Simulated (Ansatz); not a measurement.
**Worked example: C–O–SiH⁺, triplet against C–O–SiH, quartet**

Geometry (PBE0/def2-TZVP stationary point of a quartet), kept for both states (C–O–SiH, quartet: A''; C–O–SiH⁺, triplet: A''):

```xyz
4

C     0.0000    0.3330    1.7224
O     0.0000   -0.3122    0.6305
Si    0.0000   -0.0152   -1.0422
H     0.0000    1.4114   -1.4926
```

Basis cc-pVDZ; Ansatz 0.2.0. Correlated methods freeze the noble-gas cores. R marks a restricted (for open shells ROHF) determinant, U an unrestricted one.

Full CI isn't at hand for all of this; UCCSDT(Q) serves as the reference, and is uncertain by the last step of the cluster series or more.

| level | E(C–O–SiH, quartet) (hartree) | E(C–O–SiH⁺, triplet) (hartree) |
| --- | --- | --- |
| UHF | -402.081524 | -401.821828 |
| UMP2 | -402.405215 | -402.158108 |
| UCCSD(T) | -402.447312 | -402.200508 |
| PBE | -402.926173 | -402.670716 |
| PBE0 | -402.951725 | -402.688465 |
| UCCSDT(Q) | -402.449665 | -402.203325 |

Task: Give the vertical gap, C–O–SiH⁺ triplet less C–O–SiH quartet, at each level in eV (1 hartree = 27.2114 eV), and each error against UCCSDT(Q).

Result: UCCSDT(Q): (-402.203325 − (-402.449665)) × 27.2114 = 6.703 eV (the reference)
PBE0: (-402.688465 − (-402.951725)) × 27.2114 = 7.164 eV, error 0.461 eV
PBE: (-402.670716 − (-402.926173)) × 27.2114 = 6.951 eV, error 0.248 eV
UCCSD(T): (-402.200508 − (-402.447312)) × 27.2114 = 6.716 eV, error 0.013 eV
UMP2: (-402.158108 − (-402.405215)) × 27.2114 = 6.724 eV, error 0.021 eV
UHF: (-401.821828 − (-402.081524)) × 27.2114 = 7.067 eV, error 0.364 eV

Total energies of functionals can't be set beside those of wave-function methods, since they hold the core's correlation and their own absolute errors; only the differences compare.

In so small a basis the reference is far from its limit while semilocal and hybrid functionals are nearer theirs, so the functionals' errors here hold much of the reference's basis and frozen-core error, which can add to them or hide them.

Each level lands on the state that its own search finds. T1 diagnostics of restricted CCSD: 0.030 and 0.041.
